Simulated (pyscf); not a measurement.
Single points on ωB97X-D3(BJ)/def2-SVP structures (PySCF, gas phase). Correlated levels are frozen-core, on RHF or UHF. ΔMP2 is the change of the MP2 total energy from the triple- to the quadruple-zeta basis.

SMILES: [SiH4]
```xyz
5

Si     0.7131    -0.3820     0.2354
H      1.2891     0.8191    -0.4335
H      0.7388    -0.1879     1.7132
H     -0.6943    -0.5752    -0.2160
H      1.5190    -1.5841    -0.1219
```
Charge 0, spin multiplicity 1.

Q: What is the homolytic dissociation enthalpy (298 K, CCSD(T)/def2-TZVPP + ΔMP2(QZVPP)) of the H–Si bond of SiH₄, to SiH₃• + H•?

A: H–Si to SiH₃• + H•: 383.2 kJ/mol. The CCSD(T) − MP2 part came from Ansatz, without density fitting, on the same reference.
